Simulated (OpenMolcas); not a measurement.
**A workflow on OH (SMILES [OH])**

Aim: a single-point energy (UHF/6-31G), then a single-point energy (CASSCF(3,3)/6-31G), then a single-point energy (CASPT2(3,3)/6-31G), then the energy (SC-NEVPT2(3,3)/6-31G), then the energy (MRCI(3,3)/6-31G) of OH. 

Program for the calculation: OpenMolcas 26.06.

1 further run of the same task is left out (it didn't finish).

### 1 Starting point

OH has 2 atoms, charge 0, and is taken as a doublet. SMILES: `[OH]`. The O1–H2 distance was set to 2.433 Å, away from the relaxed value.

### 2 The energy at UHF/6-31G (run 1)

File coord.xyz:

```xyz
2

O      1.663539    -0.532606     0.858210
H     -0.415880     0.133150    -0.214550
```

File step1.input:

```
&GATEWAY
  BasLib
  $CurrDir
  Coord
  coord.xyz
  Basis
  6-31G
  Group
  NoSym

&SEWARD

&SCF
  UHF
  Spin
  2
  Scramble
  0.25
  PrOrbitals
  1 1
```

The basis set 6-31G is read from a file made from the Basis Set Exchange's data (not shown).

Launch:

```
$ export MOLCAS_MEM=1860
$ pymolcas step1.input > step1.log
```

Standard output:

```text
--- Start Module: gateway ---
[...]
--- Stop Module: gateway /rc=_RC_ALL_IS_WELL_ ---
--- Start Module: seward ---
[...]
      Basis functions           11
--- Stop Module: seward /rc=_RC_ALL_IS_WELL_ ---
--- Start Module: scf ---
[...]
       Convergence after  24 Iterations
[...]
::    Total SCF energy                                -75.2788874809
[...]
      Total spin, S                                     0.9080296277
[...]
      Total electronic charge=    9.000000
      Total            charge=   -0.000000
[...]
      Dipole Moment (debye):
      Origin of the operator (angstrom)=    1.5403   -0.4931    0.7946
                   X= -3.8943E-02               Y=  1.2468E-02               Z= -2.0090E-02           Total=  4.5559E-02
      Quadrupole Moment (debye*angstrom):
[...]
--- Stop Module: scf /rc=_RC_ALL_IS_WELL_ ---
[...]
```

It took 1.7 s on 1 thread of Arm Neoverse V2, shared host; peak memory 0.37 GiB.

### 3 The energy at CASSCF(3,3)/6-31G (run 2)

coord.xyz is that of step 2.

File step2.input:

```
&GATEWAY
 BasLib
 $CurrDir
 Coord
 coord.xyz
 Basis
 6-31G
 Group
 NoSym

&SEWARD

&RASSCF
 FileOrb
 $CurrDir/step1.UnaOrb
 Spin
 2
 Nactel
 3 0 0
 Inactive
 3
 Ras2
 3
 OrbListing
 Nothing
 OrbAppear
 Compact
```

The basis set 6-31G is read from a file made from the Basis Set Exchange's data (not shown).

Launch:

```
$ export MOLCAS_MEM=1860
$ pymolcas step2.input > step2.log
```

Standard output:

```text
--- Start Module: gateway ---
[...]
--- Stop Module: gateway /rc=_RC_ALL_IS_WELL_ ---
--- Start Module: seward ---
[...]
      Basis functions           11
--- Stop Module: seward /rc=_RC_ALL_IS_WELL_ ---
--- Start Module: rasscf ---
[...]
      Number of active orbitals                  3
[...]
      Spin quantum number                      0.5
[...]
      Active orbitals                            3
[...]
      Number of CSFs                             8
[...]
      Number of root(s) required                 1
[...]
      Convergence after  7 iterations
[...]
      printout of CI-coefficients larger than  0.05 for root  1
      energy=     -75.279069
      conf/sym  111     Coeff  Weight
             1  2u0  -0.71426 0.51017
             4  udu  -0.39411 0.15532
             6  uud  -0.22754 0.05177
             8  0u2  -0.53173 0.28273
      Natural orbitals and occupation numbers for root  1
      sym 1:   1.227438   1.000000   0.772562
      ************************************************************************************************************************
      *                                                    Final results                                                     *
[...]
::    RASSCF root number  1 Total energy:    -75.27906881
[...]
      Total electronic charge=    9.000000
      Total            charge=   -0.000000
[...]
      Dipole Moment (debye):
      Origin of the operator (angstrom)=    1.5403   -0.4931    0.7946
                   X= -8.2121E-02               Y=  2.6233E-02               Z= -4.2308E-02           Total=  9.6031E-02
      Quadrupole Moment (debye*angstrom):
[...]
--- Stop Module: rasscf /rc=_RC_ALL_IS_WELL_ ---
[...]
```

Wall time 1.5 s (1 thread of Arm Neoverse V2, shared host); peak memory 0.37 GiB.

### 4 The energy at CASPT2(3,3)/6-31G (run 3)

coord.xyz is that of step 3.

File step3.inp:

```
&GATEWAY
 BasLib=$CurrDir
 Coord=coord.xyz
 Basis=6-31G
 Group=NoSym

&SEWARD

&RASSCF
 FileOrb=$CurrDir/step2.RasOrb
 Spin=2
 Nactel=3 0 0
 Inactive=3
 Ras2=3
 OrbListing=Nothing
 OrbAppear=Compact

&CASPT2
 Imaginary=0.1
 Frozen=1
```

The basis set 6-31G is read from a file made from the Basis Set Exchange's data (not shown).

Launch:

```
$ export MOLCAS_MEM=1860
$ pymolcas step3.inp > step3.log
```

Standard output:

```text
--- Start Module: gateway ---
[...]
--- Stop Module: gateway /rc=_RC_ALL_IS_WELL_ ---
[...]
      Basis functions           11
[...]
--- Start Module: rasscf ---
[...]
      Number of active orbitals                  3
[...]
      Spin quantum number                      0.5
[...]
      Active orbitals                            3
[...]
      Number of CSFs                             8
[...]
      Number of root(s) required                 1
[...]
      Convergence after  4 iterations
[...]
      printout of CI-coefficients larger than  0.05 for root  1
      energy=     -75.279069
      conf/sym  111     Coeff  Weight
             1  2u0  -0.71426 0.51017
             4  udu  -0.39411 0.15532
             6  uud  -0.22754 0.05177
             8  0u2  -0.53173 0.28274
      Natural orbitals and occupation numbers for root  1
      sym 1:   1.227432   1.000000   0.772568
      ************************************************************************************************************************
      *                                                    Final results                                                     *
[...]
::    RASSCF root number  1 Total energy:    -75.27906885
[...]
      Total electronic charge=    9.000000
      Total            charge=   -0.000000
[...]
      Dipole Moment (debye):
      Origin of the operator (angstrom)=    1.5403   -0.4931    0.7946
                   X= -8.1870E-02               Y=  2.6155E-02               Z= -4.2179E-02           Total=  9.5739E-02
      Quadrupole Moment (debye*angstrom):
[...]
--- Stop Module: rasscf /rc=_RC_ALL_IS_WELL_ ---
--- Start Module: caspt2 ---
[...]
      E2 (Variational):          -0.0543628230
      Total energy:             -75.3334316711
[...]
      Reference weight:           0.98440
[...]
::    CASPT2 Root  1     Total energy:    -75.33343167
[...]
```

Run time: 1.5 s. Hardware: 1 thread of Arm Neoverse V2, shared host; peak memory 0.37 GiB.

### 5 The energy at SC-NEVPT2(3,3)/6-31G (run 4)

coord.xyz is that of step 4.

File step4.input:

```
>>> EXPORT MOLCAS_PRINT=2

&gateway
 baslib
 $CurrDir
 coord
 coord.xyz
 basis
 6-31G
 group
 NoSym

&seward

&rasscf
 fileorb
 $CurrDir/step2.RasOrb
 spin
 2
 nactel
 3 0 0
 inactive
 3
 ras2
 3
 orblisting
 Nothing
 orbappear
 Compact

&caspt2
 sc-nevpt2
 frozen
 1
```

The basis set 6-31G is read from a file made from the Basis Set Exchange's data (not shown).

Launch:

```
$ export MOLCAS_MEM=1860
$ pymolcas step4.input > step4.log
```

Standard output:

```text
--- Start Module: gateway ---
[...]
--- Stop Module: gateway /rc=_RC_ALL_IS_WELL_ ---
[...]
      Basis functions           11
[...]
--- Start Module: rasscf ---
[...]
      Number of active orbitals                  3
[...]
      Spin quantum number                      0.5
[...]
      Active orbitals                            3
[...]
      Number of CSFs                             8
[...]
      Number of root(s) required                 1
[...]
      Convergence after  4 iterations
[...]
      printout of CI-coefficients larger than  0.05 for root  1
      energy=     -75.279069
      conf/sym  111     Coeff  Weight
             1  2u0  -0.71426 0.51017
             4  udu  -0.39411 0.15532
             6  uud  -0.22754 0.05177
             8  0u2  -0.53173 0.28274
      Natural orbitals and occupation numbers for root  1
      sym 1:   1.227432   1.000000   0.772568
      ************************************************************************************************************************
      *                                                    Final results                                                     *
[...]
::    RASSCF root number  1 Total energy:    -75.27906885
[...]
      Total electronic charge=    9.000000
      Total            charge=   -0.000000
[...]
      Dipole Moment (debye):
      Origin of the operator (angstrom)=    1.5403   -0.4931    0.7946
                   X= -8.1870E-02               Y=  2.6155E-02               Z= -4.2179E-02           Total=  9.5739E-02
      Quadrupole Moment (debye*angstrom):
[...]
--- Stop Module: rasscf /rc=_RC_ALL_IS_WELL_ ---
[...]
      E2 (Variational):          -0.0511938843
[...]
      E2 (Variational):          -0.0511452139
      Total energy:             -75.3302140619
[...]
      Reference weight:           0.98629
[...]
::    SC-NEVPT2 Root  1     Total energy:    -75.33021406
[...]
```

Wall time 1.5 s (1 thread of Arm Neoverse V2, shared host); peak memory 0.37 GiB.

### 6 The energy at MRCI(3,3)/6-31G (run 5)

coord.xyz is that of step 5.

File step5.input:

```
&GATEWAY
 BasLib=$CurrDir
 Coord=coord.xyz
 Basis=6-31G
 Group=NoSym

&SEWARD

&RASSCF
 FileOrb=$CurrDir/step2.RasOrb
 Spin=2
 Nactel=3 0 0
 Inactive=3
 Ras2=3
 OrbListing=Nothing
 OrbAppear=Compact

&MOTRA
 LumOrb
 Frozen=1

&GUGA
 Electrons=7
 Spin=2
 Inactive=2
 Active=3
 CIAll=1

&MRCI
 SDCI
```

The basis set 6-31G is read from a file made from the Basis Set Exchange's data (not shown).

Launch:

```
$ export MOLCAS_MEM=1860
$ pymolcas step5.input > step5.log
```

Standard output:

```text
--- Start Module: gateway ---
[...]
      Basis functions           11
[...]
      Number of active orbitals                  3
[...]
      Spin quantum number                      0.5
[...]
      Active orbitals                            3
[...]
      Number of CSFs                             8
[...]
      Number of root(s) required                 1
[...]
      Convergence after  4 iterations
[...]
      printout of CI-coefficients larger than  0.05 for root  1
      energy=     -75.279069
      conf/sym  111     Coeff  Weight
             1  2u0  -0.71426 0.51017
             4  udu  -0.39411 0.15532
             6  uud  -0.22754 0.05177
             8  0u2  -0.53173 0.28274
      Natural orbitals and occupation numbers for root  1
      sym 1:   1.227432   1.000000   0.772568
      ************************************************************************************************************************
      *                                                    Final results                                                     *
[...]
::    RASSCF root number  1 Total energy:    -75.27906885
[...]
      Dipole Moment (debye):
      Origin of the operator (angstrom)=    1.5403   -0.4931    0.7946
                   X= -8.1870E-02               Y=  2.6155E-02               Z= -4.2179E-02           Total=  9.5739E-02
      Quadrupole Moment (debye*angstrom):
[...]
--- Start Module: guga ---
[...]
       (But an ACPF correction will be computed)
       USE THE DEFAULT ACPF G-VALUE GFAC=  0.28571428571428570
[...]
                      CI ENERGY:   -75.33900406
[...]
                ACPF CORRECTION:    -0.00085342
[...]
      Total electronic charge=    9.000000
      Total            charge=    0.000000
[...]
     ACPF CORRECTION:     -0.00085342
[...]
  CI State   1     Total energy:    -75.33900406     QDav:     -0.00120164     QACPF:     -0.00085342
[...]
```

Run time: 1.6 s. Hardware: 1 thread of Arm Neoverse V2, shared host; peak memory 0.37 GiB.

### 7 Results

| quantity | value |
| --- | --- |
| run 1, UHF/6-31G: total energy | -75.27889 Eh |
| run 1, UHF/6-31G: dipole moment | 0.05 D |
| run 1, UHF/6-31G: HOMO energy (highest over α and β) | -13.66 eV |
| run 1, UHF/6-31G: LUMO energy (lowest over α and β) | 2.59 eV |
| run 1, UHF/6-31G: ⟨S²⟩ | 1.733 |
| run 2, CASSCF(3,3)/6-31G: total energy | -75.27907 Eh |
| run 2, CASSCF(3,3)/6-31G: dipole moment (CASSCF density) | 0.10 D |
| run 3, CASPT2(3,3)/6-31G: total energy | -75.33343 Eh |
| run 3, CASPT2(3,3)/6-31G: dipole moment (CASSCF density) | 0.10 D |
| run 4, SC-NEVPT2(3,3)/6-31G: total energy | -75.33021 Eh |
| run 4, SC-NEVPT2(3,3)/6-31G: dipole moment (CASSCF density) | 0.10 D |
| run 5, MRCI(3,3)/6-31G: total energy | -75.33900 Eh |
| run 5, MRCI(3,3)/6-31G: dipole moment (CASSCF density) | 0.10 D |

What this shows: ⟨S²⟩ (run 1, UHF/6-31G) is 1.73 where a pure doublet has 0.75: the reference is spin-contaminated.
